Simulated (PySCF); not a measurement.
Gas-phase reaction: 2 SiF₄ + O₂ → 2 SiOF₂ + 4 F

Computed with PySCF and rigid-rotor harmonic-oscillator thermochemistry at 1 bar. † marks an energy on the PBE0/def2-TZVP geometry and frequencies; other levels use their own. 6-31G* has spherical d functions here. Open shells (unrestricted): O₂ (multiplicity 3), F (multiplicity 2, electronic degeneracy 6); the rest are closed-shell singlets. Spin-orbit splitting is ignored; it lowers the true energy and changes the entropy of F. B3LYP is the form with VWN-RPA correlation. SiOF₂: computed as isolated molecules; such fragments, hydroxides, amides, oligomers or adducts are transient or little studied in the gas. The harmonic model lacks anharmonicity and excited electronic states, which grow with temperature; levels with a mode under 35 cm⁻¹ are left out.

```json
[
 {"level": "B3LYP/def2-TZVP†", "ΔE electronic, kJ": "1713", "ΔH°(298 K), kJ": "1698", "ΔS°(298 K), J/K": "424", "ΔG°(2000 K), kJ": "833"},
 {"level": "BLYP/def2-TZVP†", "ΔE electronic, kJ": "1715", "ΔH°(298 K), kJ": "1701", "ΔS°(298 K), J/K": "424", "ΔG°(2000 K), kJ": "836"},
 {"level": "HF/6-31G*", "ΔE electronic, kJ": "1362", "ΔH°(298 K), kJ": "1346", "ΔS°(298 K), J/K": "425", "ΔG°(2000 K), kJ": "478"},
 {"level": "PBE0/def2-QZVP†", "ΔE electronic, kJ": "1733", "ΔH°(298 K), kJ": "1718", "ΔS°(298 K), J/K": "424", "ΔG°(2000 K), kJ": "853"},
 {"level": "PBE0/def2-SVP†", "ΔE electronic, kJ": "1721", "ΔH°(298 K), kJ": "1707", "ΔS°(298 K), J/K": "424", "ΔG°(2000 K), kJ": "842"},
 {"level": "r2SCAN/def2-TZVP†", "ΔE electronic, kJ": "1765", "ΔH°(298 K), kJ": "1750", "ΔS°(298 K), J/K": "424", "ΔG°(2000 K), kJ": "885"},
 {"level": "ωB97M-V/def2-TZVP†", "ΔE electronic, kJ": "1740", "ΔH°(298 K), kJ": "1725", "ΔS°(298 K), J/K": "424", "ΔG°(2000 K), kJ": "860"}
]
```
ΔH° is lowest at HF/6-31G* and highest at r2SCAN/def2-TZVP†. No reference value is set beside these.
